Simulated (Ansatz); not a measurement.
Species: C$_{3}$H$_{9}$N, SMILES `CN(C)C` (charge 0, multiplicity 1).

Q: Give a relaxed geometry from PBE-D3(BJ)/def2-SVP run with Ansatz (a quantum-chemistry and plane-wave program).

A: the end point of this relaxation (outside a Z-matrix the atoms follow the SMILES, hydrogens last).
Z-matrix (Å, degrees):
```
N
C 1 1.4484
H 2 1.1095 1 110.21
H 2 1.1095 3 107.85 1 120.35
H 2 1.1258 3 107.41 4 115.49
C 1 1.4484 2 112.33 3 175.57
H 6 1.1095 1 110.21 2 -56.63
H 6 1.1095 7 107.85 1 120.35
H 6 1.1258 7 107.41 8 115.49
C 1 1.4484 2 112.33 3 -56.65
H 10 1.1095 1 110.21 2 56.63
H 10 1.1095 11 107.85 1 -120.35
H 10 1.1258 11 107.41 12 -115.49
```
